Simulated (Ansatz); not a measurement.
The first iterations of a band of C$_{2}$H$_{6}$FPS (11 atoms, charge 0, multiplicity 1).

These are results of Ansatz, RKS PBE0/def2-SVP, not measurements.

```json
{
 "movable images": "7",
 "climbing image": "yes",
 "spring": "5.0 eV/Å²",
 "optimiser": "quadratic models (default)",
 "start path": "through a guess of the saddle point",
 "force threshold": "0.03 eV/Å",
 "iteration limit": "60",
 "end points": "relaxed"
}
```

Initial state:

```xyz
11
Properties=species:S:1:pos:R:3
C 0.828 -0.908 0.462
C -0.225 0.041 0.970
F -1.466 -0.486 0.736
S -0.113 1.744 0.301
P -0.649 1.578 -1.744
H 0.686 -1.897 0.926
H 1.832 -0.538 0.711
H 0.754 -1.029 -0.629
H -0.121 0.205 2.057
H 0.272 0.572 -2.180
H -1.732 0.661 -1.589
```

Final state:

```xyz
11
Properties=species:S:1:pos:R:3
C 0.845 -1.231 0.676
C -0.382 -0.491 1.070
F -1.485 -1.269 1.043
S -0.722 1.104 0.571
P -0.564 2.089 -1.719
H 0.958 -2.108 1.332
H 1.743 -0.606 0.781
H 0.799 -1.603 -0.367
H 0.485 1.616 0.880
H 0.196 0.972 -2.194
H -1.808 1.471 -2.053
```

| iteration | highest image above the first end (eV) | largest band force component (eV/Å) |
| --- | --- | --- |
| 1 | 5.328 | 8.879 |
| 2 | 3.924 | 3.633 |
| 3 | 3.591 | 3.174 |
| 4 | 3.425 | 2.272 |
| 5 | 3.547 | 1.692 |

Problem. Does the band converge within its limit, and where does its top end?

Solution. The run converged. It ended after 15 iterations with the highest image 3.702 eV above the first end. Neighbouring images differ by up to 1.8 eV, so the band resolves the path poorly. A vibrational analysis at the climbing image gives one clearly imaginary mode, 1104i cm⁻¹: a first-order saddle point. The orbitals stay closed-shell, which can raise the energy where a bond breaks towards radicals; this wasn't checked here.

The run took 110 s on 2 threads of AMD EPYC 9R45 96-Core Processor (Zen 5) (shared host), peak memory 0.28 GiB.
